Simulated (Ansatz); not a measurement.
`CC(CF)CF` and `CC(F)CF` differ in one atom or group.

Ansatz, PBE0-D4/def2-TZVP geometries, multiplicity 1. Each molecule was computed in one conformer, which needn't be the lowest.

```json
{"property": "HOMO–LUMO gap (ωB97M-V/def2-TZVPP) / eV", "`CC(CF)CF`": "14.09"}
{"property": "HOMO energy (PBE/def2-TZVPP) / eV", "`CC(CF)CF`": "-7.56"}
{"property": "size of the dipole moment (PBE/def2-TZVPP) / D", "`CC(CF)CF`": "2.00"}
{"property": "HOMO energy (PBE0/def2-TZVPP) / eV", "`CC(CF)CF`": "-9.17"}
{"property": "LUMO energy (ωB97M-V/def2-TZVPP) / eV", "`CC(CF)CF`": "2.55"}
{"property": "size of the dipole moment (ωB97M-V/def2-TZVPP) / D", "`CC(CF)CF`": "2.12"}
```

Problem. What does the change do to each property? (Estimate.)

Solution. Ansatz gave: 
| property | `CC(F)CF` | shift |
| --- | --- | --- |
| HOMO–LUMO gap (ωB97M-V/def2-TZVPP) / eV | 14.27 | 0.18 |
| HOMO energy (PBE/def2-TZVPP) / eV | -7.55 | 0.01 |
| size of the dipole moment (PBE/def2-TZVPP) / D | 2.71 | 0.71 |
| HOMO energy (PBE0/def2-TZVPP) / eV | -9.27 | -0.10 |
| LUMO energy (ωB97M-V/def2-TZVPP) / eV | 2.59 | 0.04 |
| size of the dipole moment (ωB97M-V/def2-TZVPP) / D | 2.89 | 0.77 |

With PBE0 the HOMO falls by 0.10 eV and the LUMO rises by 0.06 eV, so the gap widens by about 0.16 eV. PBE moves the HOMO by 0.01 eV and ωB97M-V by -0.13 eV. The zero-point energy changes by -76.3 kJ/mol with -9 modes. Dipoles are sizes alone; their direction can turn.

Positive LUMOs are unbound, so they and the gaps depend on the basis.
